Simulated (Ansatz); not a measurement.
System: hcp Ru. Method: r²SCAN-D4 (Ansatz, a quantum-chemistry and plane-wave program, PAW).

Run with plane-wave cutoff 560 eV, 24×24×14 k mesh (along the axes of the cell as run), Fermi–Dirac smearing 0.05 eV, no spin polarisation, scalar-relativistic PAW data made under PBE.

Cell (relaxed at this level):

Ru is taken in the hexagonal space group P6₃/mmc (No. 194), the hcp (Mg type) structure, Pearson symbol hP2. Cell: a = b = 2.6993 Å, c = 4.2546 Å, α = β = 90.00°, γ = 120.00°. Ru on 2c is coordinated by 12 Ru at 2.637–2.699 Å (anticuboctahedral). (Neighbours: up to the widest gap in distance over summed covalent radii, below 1.35, at either atom.)

What does this level give for the bulk modulus and pressure derivative B′ of the bulk modulus?


* **bulk modulus**: 343 GPa
* **pressure derivative B′ of the bulk modulus**: 4.8

The run finds no gap.

Measured, for comparison: bulk modulus 318 GPa (zero-point energy and finite temperature contributions removed, our sources range from 318 to 336; as tabulated in doi:10.1021/acs.jctc.3c00612). Computed (rounded) less measured: bulk modulus +8 % (+2 % to +8 % over the range).

Note: the bulk modulus comes from volumes at which shape and atoms were relaxed.

Computed values are for the static lattice.

Cost on a shared machine: about 10 core-minutes (a rough figure).
